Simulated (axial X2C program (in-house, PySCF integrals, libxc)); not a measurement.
# Low determinants of MgSi⁻ at the PBE0 level, spin-free

Computed with an in-house all-electron X2C program for linear molecules (integrals from PySCF). Spin-free means the one-electron spin-free X2C Hamiltonian. Basis: Si dyall-av3z [9s8p3d2f], Mg dyall-av3z [10s9p6d4f] (cores contracted in-house); Gaussian nuclei, density fitting, unrestricted open shells. Masses: Si 27.977 u, Mg 23.985 u.

Search at 2.686 Å (vertical energies from the lowest determinant):

```json
{"ΔE (eV)": "0.00", "state": "M_S = 3/2, Λ = 0", "electrons beyond evenly filled partner blocks": "σα, π+α, π-α", "electrons in σ, π, δ, φ": "17 10 0 0"}
{"ΔE (eV)": "0.21", "state": "M_S = 1/2, Λ = 0", "electrons beyond evenly filled partner blocks": "σβ, π+α, π-α", "electrons in σ, π, δ, φ": "17 10 0 0"}
{"ΔE (eV)": "0.80", "state": "M_S = 1/2, Λ = 0", "electrons beyond evenly filled partner blocks": "σα, π+β, π-α", "electrons in σ, π, δ, φ": "17 10 0 0"}
{"ΔE (eV)": "0.80", "state": "M_S = 1/2, Λ = 2", "electrons beyond evenly filled partner blocks": "σα, π+α, π+β", "electrons in σ, π, δ, φ": "17 10 0 0"}
{"ΔE (eV)": "0.84", "state": "M_S = 1/2, Λ = 1", "electrons beyond evenly filled partner blocks": "π+α, π+β, π-α", "electrons in σ, π, δ, φ": "16 11 0 0"}
{"ΔE (eV)": "1.37", "state": "M_S = 1/2, Λ = 1", "electrons beyond evenly filled partner blocks": "π+α", "electrons in σ, π, δ, φ": "18 9 0 0"}
{"ΔE (eV)": "1.46", "state": "M_S = 3/2, Λ = 1", "electrons beyond evenly filled partner blocks": "2 × π+α, π-α", "electrons in σ, π, δ, φ": "16 11 0 0"}
```

Lowest determinant, M_S = 3/2, Λ = 0 (beyond evenly filled blocks: σα, π+α, π-α): Re = 2.675 Å, ωe = 249.6 cm⁻¹.

The determinant in row 2 of the search, M_S = 1/2, Λ = 0 (beyond evenly filled blocks: σβ, π+α, π-α), was followed along the bond at PBE0; measured from the minimum of the lowest determinant it gives:

Te = 0.199 eV (1604 cm⁻¹), Re = 2.622 Å, ωe = 285.6 cm⁻¹.

**Question.** Compare the bond of the determinant in row 2 with that of the lowest one.

**Answer.** At PBE0 its Re is 0.053 Å shorter and its force constant, which goes as ωe², is 1.31 times that of the lowest determinant. This determinant mixes spin states, so it has no term energy of its own.

The search compares states at one distance, so a state with another bond length can lie lower; it is not exhaustive and yields mostly the lowest determinant of each block pattern, so other components and higher states of one pattern are missing. These are energies of single determinants, not of spin-adapted states; PBE0 term energies can be off by some tenths of an eV, and the functional has no current term. The lowest determinant need not be the ground state where others lie within half an eV. For an anion, determinants above electron detachment are held by the basis set. The highest occupied level of some functionals is positive through self-interaction error; at Hartree–Fock it is bound. Row 2 is spin-contaminated (⟨S²⟩ = 1.78 against 0.75), so its values are not those of a pure state. Row 1 has a positive highest level at its minimum. Row 2 has a positive highest level at its minimum.
